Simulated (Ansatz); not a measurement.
The input, for Ansatz 0.2.0:

```yaml
crystal:
  periodic: [false, false, false]
  atoms:
    - {symbol: Si, position_ang: [-0.098477, 0.000000, 0.000000]}
    - {symbol: H, position_ang: [-0.593349, 1.399708, 0.000000]}
    - {symbol: H, position_ang: [-0.593349, -0.699854, 1.212183]}
    - {symbol: H, position_ang: [-0.593349, -0.699854, -1.212183]}
    - {symbol: H, position_ang: [1.805523, 0.000000, 0.000000]}
    - {symbol: H, position_ang: [2.718523, 0.000000, 0.000000]}
basis:
  gaussian: {orbitals: 6-31G}
magnetization: {spin_polarized: false, initial_magnetization: 1}
correlation: {method: ccsdtq, electrons: outside_noble_gas}
```

```sh
$ ansatz run in.yaml --threads 1 --pin off --events-out ev --progress --plain --max-ram 2393MiB
```

Output:

```
507 factors; integrals over basis functions are off by at most 8.3e-8 eV
mean field evaluation 1: about -7935.8955 eV, gradient 7.5e0 eV
mean field evaluation 2: about -7935.8978 eV, gradient 7.5e0 eV
mean field evaluation 4: about -7936.2967 eV, gradient 3.3e-1 eV
mean field evaluation 8: about -7936.2996 eV, gradient 1.1e-6 eV
mean field -7936.29956132 eV, -291.6536294616 hartree, gradient 9.5e-6 eV, S^2 0.750000; 0 other end points of the search recorded, 0 dependent functions left out
mean field evaluation 16: about -7935.9018 eV, gradient 6.3e0 eV
5 core orbitals not correlated: weight in the atoms' cores, before any rotation towards them, 1.000 or more for the frozen orbitals, at most 0.000 for the correlated occupied ones
reference -7936.29956132 eV, -291.6536294616 hartree; 5, 4 occupied and 13, 14 virtual orbitals, 507 factors
second order -1.91338375 eV of doubles, -0.06782454 eV of singles
cycle   1  -2.50427581 eV  change   -5.2e-1 eV  update   6.3e-2
cycle   2  -2.80718339 eV  change   -3.0e-1 eV  update   2.8e-2
cycle   3  -2.81786753 eV  change   -1.1e-2 eV  update   7.0e-3
cycle   4  -2.82100350 eV  change   -3.1e-3 eV  update   2.7e-3
cycle   5  -2.82111671 eV  change   -1.1e-4 eV  update   1.2e-3
cycle   6  -2.82095998 eV  change    1.6e-4 eV  update   4.1e-4
cycle   7  -2.82115352 eV  change   -1.9e-4 eV  update   1.3e-4
cycle   8  -2.82117598 eV  change   -2.2e-5 eV  update   4.5e-5
cycle   9  -2.82114509 eV  change    3.1e-5 eV  update   1.6e-5
cycle  10  -2.82114792 eV  change   -2.8e-6 eV  update   7.1e-6
cycle  11  -2.82114748 eV  change    4.3e-7 eV  update   3.0e-6
cycle  12  -2.82114899 eV  change   -1.5e-6 eV  update   1.2e-6
cycle  13  -2.82114866 eV  change    3.3e-7 eV  update   5.3e-7
Total energy: -7939.12070998 eV, -291.7573047626 hartree
```

For the same geometry and basis full CI lies 0.0 meV lower.

Ran on 1 thread of Arm Neoverse V1, shared host: 26 s wall, 0.29 GiB peak host memory.
